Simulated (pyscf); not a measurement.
PySCF, gas phase, ωB97X-D3(BJ)/def2-SVP geometries. MP2 and CC: frozen core, UHF for open shells. ΔMP2 is the change of the MP2 total energy from the triple- to the quadruple-zeta basis.

Problem. PBE/def2-TZVP puts the barrier of H₃Si–GaH–PH₂ -> H₂P–Ga [singlet] + SiH₄ (1,1-elimination; singlet surface; Ga–Si, Ga–H broken, H–Si formed) at 31.7 kcal/mol and the reaction energy at +15.6 kcal/mol, from the reactant's lowest minimum found. What do r²SCAN/def2-TZVP, ωB97M-D3(BJ)/def2-TZVP, CCSD(T)/def2-TZVPP + ΔMP2(QZVPP) give on the same structures?

Solution. r²SCAN: ΔE‡ = 34.7 kcal/mol, ΔE = +20.0 kcal/mol; ωB97M-D3(BJ): ΔE‡ = 37.8 kcal/mol, ΔE = +13.4 kcal/mol; CCSD(T): ΔE‡ = 37.7 kcal/mol, ΔE = +16.8 kcal/mol. PBE's barrier lies under all of them, by 3.1 to 6.1 kcal/mol. Its reaction energy lies among theirs. On the product side the descent ends in a complex (not fully relaxed), 4.8 kcal/mol under the separated species and 24.8 kcal/mol under the saddle at ωB97X-D3(BJ)/def2-TZVP. At ωB97X-D3(BJ) the barrier from the zero used here is 40.6 kcal/mol. This is the saddle that the search found; another between the same sides may lie lower. The CCSD(T) − MP2 part came from Ansatz, without density fitting, on the same reference. The frozen core leaves the outer d or s,p core shells of the metals and heavy elements correlated in the MP2 and CC values, and def2-TZVPP describes them poorly, which can shift differences by a few kcal/mol. Elements up to Kr have no core potential and no relativistic terms here.
